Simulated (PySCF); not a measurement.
C3H10NP.
Bonds: C1–P2, P2–C3, P2–C4, P2–N5 (double). Hydrogens: H6, H7, H8 on C1; H9, H10, H11 on C3; H12, H13, H14 on C4; H15 on N5.

Method used: core-valence-separated Tamm–Dancoff BHandHLYP/aug-pcX-1 (pcseg-1 on H, def2-SVPD on P) in PySCF, non-relativistic, gas phase, PBE0-D3(BJ)/def2-SVP geometry.

Computed carbon K-edge spectrum, Gaussian lines of 0.5 eV full width, highest printed point 100; it ends one width below the last computed root. BHandHLYP without relativity tends to put these K edges a few eV too low, so spacings mean more than positions.

photon energy (eV), absorption and a bar:
```
    284.9          0 
    285.0          1 
    285.1          2 #
    285.2          5 #
    285.3          9 ###
    285.4         14 ####
    285.5         18 #####
    285.6         20 ######
    285.7         19 ######
    285.8         22 #######
    285.9         32 ##########
    286.0         51 ###############
    286.1         74 ######################
    286.2         93 ############################
    286.3        100 ##############################
    286.4         93 ############################
    286.5         78 #######################
    286.6         65 ####################
    286.7         57 #################
```

Task: Where are the maxima, and which lines make them up?

Result: 2 maxima:
- 285.6 eV: C3/C4 (sp3 carbon bound to phosphorus), 285.53 eV, f = 0.020, sum of 2, 56 % of the height at the exact maximum; C1 (sp3 carbon bound to phosphorus), 285.61 eV, f = 0.012, 35 % of the height at the exact maximum
- 286.3 eV: C1/C4 (sp3 carbon bound to phosphorus), 286.31 eV, f = 0.058, sum of 2, 34 % of the height at the exact maximum; C3/C4 (sp3 carbon bound to phosphorus), 286.15 eV, f = 0.062, sum of 2, 30 % of the height at the exact maximum; C3 (sp3 carbon bound to phosphorus), 286.33 eV, f = 0.031, 18 % of the height at the exact maximum; C1 (sp3 carbon bound to phosphorus), 286.42 eV, f = 0.031, 16 % of the height at the exact maximum

Roots within 0.03 eV on the same or equivalent atoms count as one line; shares under 12 % aren't listed.

Vibrational structure and lifetime widths aren't in the curve. The ionisation threshold wasn't computed; near and above it a finite basis only mimics Rydberg series and continuum.

Time: 18 s; peak memory 0.93 GiB. Hardware: one thread of an Intel Xeon Platinum 8259CL at 2.50 GHz, shared host with 96 logical CPUs at a one-minute load of 33.
